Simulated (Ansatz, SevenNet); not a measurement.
**How the volume per atom of solid chlorine moves with the method**

No measured value is used here.

| level (code) | value (Å³/atom) |
|---|---|
| SevenNet-l3i5 (SevenNet) | 36.83 |
| LDA (Ansatz) | 22.38 |
| PBE (Ansatz) | 35.74 |
| PBE-D4 (Ansatz) | 27.02 |
| r²SCAN-D4 (Ansatz) | 26.59 |
| PBE0-D3(BJ) (Ansatz) | 27.78 |

SevenNet-l3i5: the cell moved over 20 % in volume from its start. LDA, PBE: the cell comes from a level without a dispersion term, which matters for the spacing of layers, chains or molecules. Cutoffs and k meshes differ between the levels. Ansatz's density-functional and Hartree–Fock values are scalar-relativistic unless marked +SOC, with PAW data made under PBE.

Machine-learned potentials (SevenNet-l3i5) are trained on DFT data, which may include these solids.

Ansatz is a first-principles code.
